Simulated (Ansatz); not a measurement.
# CH2ClNS: the cost of one run

Method: RKS PBE-D4/def2-SVP, in Ansatz 0.2.0.

## 1. The system as given

Bond lengths: N1–C2 1.294 Å, C2–S3 1.719 Å, C2–Cl4 1.650 Å, N1–H5 1.057 Å, S3–H6 1.375 Å. Angles: N1–C2–S3 120.3°, N1–C2–Cl4 118.2°, S3–C2–Cl4 121.4°, C2–N1–H5 105.6°, C2–S3–H6 94.0°.

As a file:

```xyz
6

N     0.7228    0.5360   -0.5789
C    -0.2319   -0.2056   -0.1172
S    -0.4742   -0.3510    1.5783
Cl   -1.1325   -1.0766   -1.1914
H     0.6235    0.5046   -1.6311
H     0.5343    0.5286    1.8942
```

## 2. Relaxing the start

input.yaml reads:

```yaml
crystal:
  periodic: [false, false, false]
  atoms:
    - { symbol: "N", position_ang: [0.7228, 0.536, -0.5789] }
    - { symbol: C, position_ang: [-0.2319, -0.2056, -0.1172] }
    - { symbol: S, position_ang: [-0.4742, -0.351, 1.5783] }
    - { symbol: Cl, position_ang: [-1.1325, -1.0766, -1.1914] }
    - { symbol: H, position_ang: [0.6235, 0.5046, -1.6311] }
    - { symbol: H, position_ang: [0.5343, 0.5286, 1.8942] }
basis:
  gaussian: { orbitals: def2-SVP }
hamiltonian:
  xc: pbe
  dispersion: d4
relax:
  f_tol: 0.02
  max_steps: 40
scf:
  lower_state_search: "off"
```

Started as:

```
> ansatz run input.yaml --threads 1 --pin off --max-ram 2048MiB --backend cpu --events-out ev --progress --plain --runs-dir out
```

**Question.** How long does this run take on 1 thread of Arm Neoverse V2, shared host, and how much memory does it need?

About 11 s, with a peak of 0.14 GiB.
